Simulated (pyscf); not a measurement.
A first-order saddle from PySCF, ωB97X-D3(BJ)/def2-SVP:

```xyz
12

O     -0.2580    -1.3749     0.6731
B     -1.2222    -0.5091    -0.2151
O     -0.6544    -0.3555    -1.4652
O     -2.5715    -0.7693    -0.0960
H      0.5204    -1.5793     0.1274
H     -1.3061    -0.0814    -2.1200
H     -2.8694    -0.8792     0.8124
Si    -0.9659     1.5377     0.9852
H     -0.2078    -0.2814     1.0237
H     -1.6050     2.3133    -0.1253
H      0.2939     2.2764     1.3363
H     -1.8826     1.6501     2.1694
```

Surface: singlet, charge 0. Lowest wavenumbers (cm⁻¹): 1284i, 104, 168, 185, 276.

Which two sides does it connect, and which bonds change?

`[OH][B]([OH])[OH]` + `[SiH4]` <-> `[OH2]` + `[OH][B]([OH])[SiH3]`, a four-centre exchange read from left to right: B–O, H–Si broken and H–O, B–Si formed. At ωB97M-D3(BJ)/def2-TZVP it lies +2.83 eV from the left side and +1.08 eV from the right (each side as separated species at their lowest minima found). On the product side the descent ends in a bound adduct, 0.36 eV under the separated species and 1.51 eV under the saddle at ωB97X-D3(BJ)/def2-TZVP. The same reactants have a lower exit, to HO–SiH₃ + HO–BH–OH (barrier +1.38 eV at ωB97M-D3(BJ)/def2-TZVP, against +2.83 eV here). HO–B(OH)–SiH₃ lies 1.31 eV over its isomer HO–BH–O–SiH₃ (electronic energy, ωB97M-D3(BJ)/def2-TZVP). This is the saddle that the search found; another between the same sides may lie lower.
